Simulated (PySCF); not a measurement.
## BH$_{3}$⁺, doublet: the ladder up to RCCSDT

Geometry: that of the BH3, singlet, kept fixed.

```json
{"atom": "B", "x (Å)": "0.0000", "y (Å)": "0.0000", "z (Å)": "0.0000"}
{"atom": "H", "x (Å)": "1.1934", "y (Å)": "0.0146", "z (Å)": "-0.0003"}
{"atom": "H", "x (Å)": "-0.6093", "y (Å)": "1.0262", "z (Å)": "-0.0028"}
{"atom": "H", "x (Å)": "-0.5841", "y (Å)": "-1.0408", "z (Å)": "0.0031"}
```

Basis aug-cc-pVDZ; PySCF 2.14.0. Correlated methods freeze the noble-gas cores, which leaves 5 electrons in 49 orbitals. R marks a restricted (for open shells ROHF) determinant, U an unrestricted one.

Full CI isn't at hand for all of this; RCCSDT serves as the reference. It lacks quadruple excitations. The frozen core follows each run's orbitals, which can shift R against U totals by a few meV.

The determinant for coupled cluster was chosen by a search with trial CCSD, here up to 0.13 eV above the lowest Hartree–Fock solution of its kind, and MP2 stands on that determinant too.

- UHF ⟨S²⟩: 0.765
- ⟨S²⟩ of the determinant under UCCSD: 0.779
- T1 diagnostic (ROHF- or RHF-based CCSD): 0.0235
- largest doubles amplitude (ROHF- or RHF-based CCSD): 0.048
- T1 diagnostic (UCCSD): 0.0152

| level | E − E(RCCSDT) (kcal/mol) | share of correlation (%) | wall time |
| --- | --- | --- | --- |
| RMP2 | 15.08 | 76.61 | – |
| UMP2 | 15.57 | 75.85 | – |
| RCCSD | 1.24 | 98.08 | – |
| UCCSD | 1.14 | 98.24 | – |
| RCCSD(T) | 0.27 | 99.58 | 2.7 s |
| UCCSD(T) | 0.26 | 99.59 | 2.6 s |
| UCCSDT | -0.01 | 100.01 | 62 s |

The correlation energy at RCCSDT, counted from the determinant under the R cluster runs, is -2.795 eV. That run took 58 s on 1 thread of Arm Neoverse V1, shared host.

Run but not shown, since their state, orbitals or frozen core can't be matched to the reference's or they repeat it: RHF, UHF.

Times are those of the correlated step on a shared host, with one SCF added for the restricted CCSD run; they ran on 1 thread of Arm Neoverse V1.
